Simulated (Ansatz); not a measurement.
# Relaxing LiH2

Level of theory: DFT PBE, scalar-relativistic, plane waves, PAW (Ansatz 0.2.0). Cutoff 420 eV, Γ-centred k mesh, Gaussian smearing, no spin polarisation in the final step.

A relaxed cell is given with its space group left out.

```
Li H
1.0
     1.59373    0.92014    2.57580
    -1.59373    0.92014    2.57580
     0.00000   -1.84028    2.57580
Li H
1 2
Direct
  0.01413 0.01413 0.01413
  0.72903 0.72903 0.72903
  0.59014 0.59014 0.59014
```

Formation energies are uncorrected and refer to the elements' standard structures at the same level (H₂ as a molecule).

**Question.** What space group does it have?

**Answer.** R3m (No. 160). Conventional cell: a = 3.187 Å, c = 7.727 Å. Li is coordinated by 6 H at 1.88–1.97 Å and 1 H at 2.20 Å; around H on Wyckoff site a (1 atom of the primitive cell) lie 1 H at 1.07 Å; H on Wyckoff site a (1 atom of the primitive cell) has 1 H at 1.07 Å.

**Question.** What is its formation energy per atom?

**Answer.** 0.23 eV/atom.

**Question.** Is it a metal?

**Answer.** Yes, bands cross the Fermi level on the 18×18×18 mesh.

The final run used a 18×18×18 mesh on its 3-atom cell and 0.10 eV smearing. The k mesh leaves about 4 meV/atom of noise in metals. The cell came from a trial start, so LiH2 may not exist in this structure.

Cost: 3 runs of about 1.8 core-minutes in all, on Intel Xeon Platinum 8375C (Ice Lake) (shared hosts).